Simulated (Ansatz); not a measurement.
This script for the Ansatz DFT code, driven from Python starts 6 runs on AlFH2, SMILES [F][AlH2]. What input does the engine get in each?

`alfh2.py`
```python
import ansatz as az
import numpy as np

params = {
    'basis_set': 'def2-SVPD',
    'functional': 'b3lyp',
}

alfh2 = (
    az.Crystal.molecule()
    .atom('F', (-0.3675, -0.0451, 1.71))
    .atom('Al', (0.0103, -0.0136, -0.0515))
    .atom('H', (-0.3841, -1.2739, -0.9689))
    .atom('H', (0.7968, 1.2723, -0.71))
)

calculation = alfh2.calculation().basis(gaussian=params['basis_set']).functional(params['functional']).forces()
centre = np.mean([site.position_ang for site in alfh2.cartesian_sites], axis=0)
field = 2 * 14.399645 * 3.0 / 40.0 ** 2


def dipole(axis, sign):
    arm = 40.0 * np.eye(3)[axis]
    pair = [{'charge': sign * 3.0, 'position_ang': (centre - arm).tolist()}, {'charge': -sign * 3.0, 'position_ang': (centre + arm).tolist()}]
    deck = calculation.input().set(az.key.basis.gaussian.point_charges, pair)
    return np.array(az.Session.from_dict(deck).plan().execute().report['charge_distribution']['dipole_moment_e_ang'])


print(f'field {field:.4f} V/A')
alpha = np.array([(dipole(axis, 1) - dipole(axis, -1)) / (2 * field) * 14.399645 for axis in range(3)])
print('polarisability tensor (A^3)')
print(np.array2string(alpha, precision=3, suppress_small=True))
print(f'mean {np.trace(alpha) / 3:.3f} A^3 = {np.trace(alpha) / 3 / 0.14818471:.2f} bohr^3')
```

Run 1:
```yaml
crystal:
  periodic: [false, false, false]
  atoms:
    - { symbol: F, position_ang: [-0.3675, -0.0451, 1.71] }
    - { symbol: Al, position_ang: [0.0103, -0.0136, -0.0515] }
    - { symbol: H, position_ang: [-0.3841, -1.2739, -0.9689] }
    - { symbol: H, position_ang: [0.7968, 1.2723, -0.71] }
basis:
  gaussian:
    orbitals: def2-SVPD
    point_charges:
      - { charge: 3.0, position_ang: [-39.986125, -0.015075000000000005, -0.005100000000000021] }
      - { charge: -3.0, position_ang: [40.013875, -0.015075000000000005, -0.005100000000000021] }
hamiltonian:
  xc: b3lyp
output:
  forces: true
```

Run 2, against run 1:
```diff
-      - { charge: 3.0, position_ang: [-39.986125, -0.015075000000000005, -0.005100000000000021] }
-      - { charge: -3.0, position_ang: [40.013875, -0.015075000000000005, -0.005100000000000021] }
+      - { charge: -3.0, position_ang: [-39.986125, -0.015075000000000005, -0.005100000000000021] }
+      - { charge: 3.0, position_ang: [40.013875, -0.015075000000000005, -0.005100000000000021] }
```

Run 3, against run 1:
```diff
-      - { charge: 3.0, position_ang: [-39.986125, -0.015075000000000005, -0.005100000000000021] }
-      - { charge: -3.0, position_ang: [40.013875, -0.015075000000000005, -0.005100000000000021] }
+      - { charge: 3.0, position_ang: [0.01387499999999997, -40.015075, -0.005100000000000021] }
+      - { charge: -3.0, position_ang: [0.01387499999999997, 39.984925, -0.005100000000000021] }
```

Run 4, against run 1:
```diff
-      - { charge: 3.0, position_ang: [-39.986125, -0.015075000000000005, -0.005100000000000021] }
-      - { charge: -3.0, position_ang: [40.013875, -0.015075000000000005, -0.005100000000000021] }
+      - { charge: -3.0, position_ang: [0.01387499999999997, -40.015075, -0.005100000000000021] }
+      - { charge: 3.0, position_ang: [0.01387499999999997, 39.984925, -0.005100000000000021] }
```

Run 5, against run 1:
```diff
-      - { charge: 3.0, position_ang: [-39.986125, -0.015075000000000005, -0.005100000000000021] }
-      - { charge: -3.0, position_ang: [40.013875, -0.015075000000000005, -0.005100000000000021] }
+      - { charge: 3.0, position_ang: [0.01387499999999997, -0.015075000000000005, -40.0051] }
+      - { charge: -3.0, position_ang: [0.01387499999999997, -0.015075000000000005, 39.9949] }
```

Run 6, against run 1:
```diff
-      - { charge: 3.0, position_ang: [-39.986125, -0.015075000000000005, -0.005100000000000021] }
-      - { charge: -3.0, position_ang: [40.013875, -0.015075000000000005, -0.005100000000000021] }
+      - { charge: -3.0, position_ang: [0.01387499999999997, -0.015075000000000005, -40.0051] }
+      - { charge: 3.0, position_ang: [0.01387499999999997, -0.015075000000000005, 39.9949] }
```

```console
$ python alfh2.py
field 0.0540 V/A
polarisability tensor (A^3)
[[ 4.099  0.376 -0.136]
 [ 0.378  4.694  0.049]
 [-0.137  0.049  4.619]]
mean 4.470 A^3 = 30.17 bohr^3
```

Caveats:
- The geometry is a force-field or estimated start, not a minimum of this method, and the basis set is short of its limit. The field of two point charges is only nearly even.
- b3lyp holds the VWN-RPA fit, as in Gaussian; the form of ORCA and Turbomole is b3lyp5.
- Run time: 5 s on 1 thread of AMD EPYC 9B14 (Zen 4) (shared host), peak memory 0.18 GiB.
